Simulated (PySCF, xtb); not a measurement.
Bonds broken one at a time in the series B OH-I. Isolated molecules, 0 K electronic values unless said otherwise. One relaxed conformer stands for each flexible species; it need not be the lowest. Strings in code marks are SMILES.

Quantity: homolytic bond dissociation enthalpy at 298 K (no spin–orbit term), in eV. Enthalpy corrections at 298 K come from GFN2-xTB frequencies (xtb).

Level 1: CAM-B3LYP-D3(BJ)/def2-TZVP (PySCF)
Level 2: PBE-D3(BJ)/def2-TZVP // CAM-B3LYP-D3(BJ)/def2-TZVP (PySCF)
Level 3: BP86/6-31G* (LANL2DZ on I) // CAM-B3LYP-D3(BJ)/def2-TZVP (PySCF)
Level 4: PBE/6-31G* (LANL2DZ on I) // CAM-B3LYP-D3(BJ)/def2-TZVP (PySCF)

| species | level 1 | level 2 | level 3 | level 4 |
|---|---|---|---|---|
| O–B bond of `OB(O)I` (H–O–B–I torsion -180°, I–B–O–H torsion 180°), giving `O[B]I` (H–O–B–I torsion 0°) and `[OH]` | 6.05 | 6.01 | 6.04 | 6.11 |
| B–I bond of `OB(O)I` (H–O–B–I torsion -180°, I–B–O–H torsion 180°), giving `O[B]O` (H–O–B–O torsion 0°, O–B–O–H torsion 180°) and `[I]` | 3.54 | 3.69 | 3.55 | 3.64 |
| O–B bond of `OB(I)I` (H–O–B–I torsion 0°), giving `I[B]I` and `[OH]` | 6.22 | 6.18 | 6.26 | 6.34 |
| B–I bond of `OB(I)I` (H–O–B–I torsion 0°), giving `O[B]I` (H–O–B–I torsion 0°) and `[I]` | 3.55 | 3.73 | 3.53 | 3.63 |
